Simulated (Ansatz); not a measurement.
Geometry optimisation, Ansatz, UKS B3LYP/def2-SVP.

The input (input.yaml):

```yaml
crystal:
  periodic: [false, false, false]
  atoms:
    - { symbol: H, position_ang: [-0.0682, -0.4642, -0.0941] }
    - { symbol: S, position_ang: [0.5901, -2.1259, 0.0759] }
    - { symbol: C, position_ang: [-0.4811, 0.8572, -0.1607] }
    - { symbol: H, position_ang: [1.6521, -1.6303, 0.7029] }
    - { symbol: H, position_ang: [-1.4734, 0.8143, -0.5756] }
    - { symbol: H, position_ang: [-0.4538, 1.2092, 0.8562] }
    - { symbol: H, position_ang: [0.2343, 1.3398, -0.8046] }
magnetization:
  spin_polarized: true
  initial_magnetization: 1
basis:
  gaussian: { orbitals: def2-SVP }
hamiltonian:
  xc: b3lyp
relax:
  f_tol: 0.15
  max_steps: 25
  restrain:
    - { distance: [0, 2], at: 1.07, k: 30.0 }
    - { distance: [1, 0], at: 2.66, k: 30.0 }
```

Launched with:

```bash
$ ansatz run input.yaml --threads 1 --pin off --max-ram 2048MiB --backend cpu --events-out ev --progress --plain --runs-dir out
```

Problem. Where does it end, and by what steps?

Solution. The forces met the threshold. The restraints hold the end off the free minimum. After 8 steps the energy has fallen by 0.701 eV (the restraints' own energy left out); S2 moved furthest, 0.52 Å. Joined: H1–C3.

```json
{"step": "0", "energy less start (eV)": "0.0000", "largest force component (eV/Å)": "2.782", "accepted": "yes"}
{"step": "1", "energy less start (eV)": "-0.5626", "largest force component (eV/Å)": "2.119", "accepted": "yes"}
{"step": "2", "energy less start (eV)": "-0.5218", "largest force component (eV/Å)": "3.207", "accepted": "yes"}
{"step": "3", "energy less start (eV)": "-0.6962", "largest force component (eV/Å)": "0.304", "accepted": "yes"}
{"step": "4", "energy less start (eV)": "-0.6955", "largest force component (eV/Å)": "0.678", "accepted": "yes"}
{"step": "5", "energy less start (eV)": "-0.6998", "largest force component (eV/Å)": "0.494", "accepted": "yes"}
{"step": "6", "energy less start (eV)": "-0.6889", "largest force component (eV/Å)": "0.618", "accepted": "no"}
{"step": "7", "energy less start (eV)": "-0.7012", "largest force component (eV/Å)": "0.399", "accepted": "yes"}
{"step": "8", "energy less start (eV)": "-0.7010", "largest force component (eV/Å)": "0.479", "accepted": "yes"}
```

```xyz
7
Properties=species:S:1:pos:R:3
H -0.135 -0.131 -0.346
S 0.727 -2.560 0.322
C -0.508 0.881 -0.206
H 1.820 -1.858 0.714
H -1.550 0.936 -0.553
H -0.463 1.153 0.858
H 0.108 1.580 -0.789
```

Time of the run: 110 s on 1 CPU thread of a shared host.
